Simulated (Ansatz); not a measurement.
# BH7OSi: the cost of one run

The runs use Ansatz 0.2.0, Gaussian basis; PBE0-D4/def2-SVP.

### Step 1. The system as given

The start, a first-order saddle point found at PBE0-D4 in triple zeta: 10 atoms, charge 0, spin multiplicity 1.

Atoms are counted from 1 here; the program's logs count them from 0.

Bond lengths: B1–H2 1.321 Å, B1–H3 1.199 Å, B1–H4 1.193 Å, B1–H5 1.391 Å, B1–O6 1.587 Å, H5–O6 1.231 Å, O6–Si7 1.664 Å, Si7–H8 1.482 Å, Si7–H9 1.482 Å, Si7–H10 1.486 Å. Angles: H2–B1–H3 106.5°, H2–B1–H4 107.3°, H2–B1–H5 45.2°, H2–B1–O6 93.5°, H3–B1–H4 120.7°, H3–B1–H5 118.1°, H3–B1–O6 112.8°, H4–B1–H5 120.5°, H4–B1–O6 112.1°, H5–B1–O6 48.3°, B1–H5–O6 74.2°, B1–O6–H5 57.5°, B1–O6–Si7 119.6°, H5–O6–Si7 123.7°, O6–Si7–H8 107.2°, O6–Si7–H9 108.6°, O6–Si7–H10 110.1°, H8–Si7–H9 111.0° and more.

As a file:

```tsv
atom	x (Å)	y (Å)	z (Å)
B1	-0.9025	0.4802	-0.8910
H2	-0.1679	1.4418	-1.4207
H3	-0.6484	-0.5196	-1.5025
H4	-2.0230	0.8848	-0.8242
H5	0.1576	1.2625	-0.4452
O6	-0.1569	0.5501	0.5087
Si7	0.7428	-0.7500	1.0275
H8	1.2935	-0.3981	2.3573
H9	-0.1450	-1.9338	1.1164
H10	1.8500	-1.0179	0.0736
```

### Step 2. The run

Input file md/in.yaml:

```yaml
crystal:
  periodic: [false, false, false]
  atoms:
    - {symbol: B, position_ang: [-0.902531, 0.480166, -0.891002]}
    - {symbol: H, position_ang: [-0.167868, 1.441754, -1.420658]}
    - {symbol: H, position_ang: [-0.648390, -0.519633, -1.502528]}
    - {symbol: H, position_ang: [-2.022974, 0.884786, -0.824171]}
    - {symbol: H, position_ang: [0.157569, 1.262532, -0.445222]}
    - {symbol: O, position_ang: [-0.156932, 0.550095, 0.508663]}
    - {symbol: Si, position_ang: [0.742790, -0.750031, 1.027549]}
    - {symbol: H, position_ang: [1.293473, -0.398137, 2.357285]}
    - {symbol: H, position_ang: [-0.145003, -1.933769, 1.116360]}
    - {symbol: H, position_ang: [1.849966, -1.017863, 0.073624]}
basis:
  gaussian: {orbitals: def2-SVP}
hamiltonian: {xc: pbe0, dispersion: d4}
md: {n_steps: 30, timestep: 0.5, temperature: 1500, ensemble: nve, seed: 589, initial_velocities: maxwell_boltzmann}
```

The run is started by

```
> ansatz run in.yaml --threads 2 --pin off --events-out ev --progress --plain --max-ram 4352MiB
```

**Question.** How long does this run take on 2 threads of Arm Neoverse V2, shared host?

About 36 s.
